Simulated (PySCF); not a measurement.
Structure with atom numbers: `[CH3:1][CH2:2]/[CH:3]=[CH:4]/[F:5]`. Hydrogens are named by the atom that carries them.

GIAO PBE0/pcSseg-1 shifts (PySCF 2.14, gas phase, non-relativistic, equivalent atoms averaged), each against references optimised in the same way as the molecule (TMS, CFCl3).

On the GFN2-xTB geometry: C4 158.2, C3 120.7, C2 24.3, C1 18.2, F5 -126.3, H(C4) 6.86, H(C3) 5.64, H(C2) 1.98, H(C1) 1.08 ppm.

**Question.** What changes on the PBE0-D3(BJ)/def2-SVP geometry?

**Answer.** 
| atoms | δ (ppm) | change |
| --- | --- | --- |
| C4 | 157.5 | -0.7 |
| C3 | 119.3 | -1.4 |
| C2 | 22.9 | -1.4 |
| C1 | 17.5 | -0.7 |
| F5 | -119.7 | +6.6 |
| H(C4) | 6.66 | -0.20 |
| H(C3) | 5.46 | -0.18 |
| H(C2) | 1.87 | -0.11 |
| H(C1) | 1.04 | -0.04 |

Unscaled 19F shifts against computed CFCl3 carry errors that often reach 10 to 50 ppm.

Bonds between heavy atoms that differ most (equivalent bonds averaged): C4–F5 1.347 → 1.332 Å, C3–C4 1.318 → 1.329 Å, C1–C2 1.529 → 1.525 Å. Mean change of bonds to hydrogen: C–H +0.014 Å.
